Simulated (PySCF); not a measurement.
Molecule: `InChI=1S/C5H8F/c1-4(2)5(3)6/h3H2,1-2H3/q+1`.

Atom-mapped SMILES (the numbers label the heavy atoms): `[CH2:1]=[C:2]([F:3])[C+:4]([CH3:5])[CH3:6]`. Hydrogens are named by the atom that carries them. Ha(C1) is cis to F3; Hb(C1) is trans to F3.

Spin–spin couplings on one PBE0-D3(BJ)/def2-SVP geometry, PySCF 2.14, gas phase, non-relativistic, equivalent pairs averaged (spin–dipole term only in couplings to heteroatoms); isotopes ¹³C, ¹⁹F, ¹H; basis pcJ-1.

How do the couplings (Hz) change with the functional? Times are CPU seconds on 1 thread of an Arm Neoverse V1, shared host.

## Answers


```
functional  functions  ¹J(C2,F3)  ¹J(C1,Hb(C1))  ¹J(C1,Ha(C1))  ¹J(C5,H(C5))  ¹J(C1,C2)  ¹J(C2,C4)  ¹J(C4,C5)  core-s
       LDA        242     -351.8          142.5          141.7         107.4       63.4       45.8       23.9      24
       PBE        242     -367.0          170.0          169.3         129.2       75.2       54.6       33.0      34
       KT2        242     -373.5          181.2          180.8         136.8       62.5       43.0       23.5      36
      PBE0        242     -333.7          177.2          177.2         133.6       82.0       59.1       36.6      39
     B97-2        242     -323.4          170.6          170.3         126.5       81.0       57.4       36.2      38
``` Left out for a near triplet instability: HF/pcJ-1.
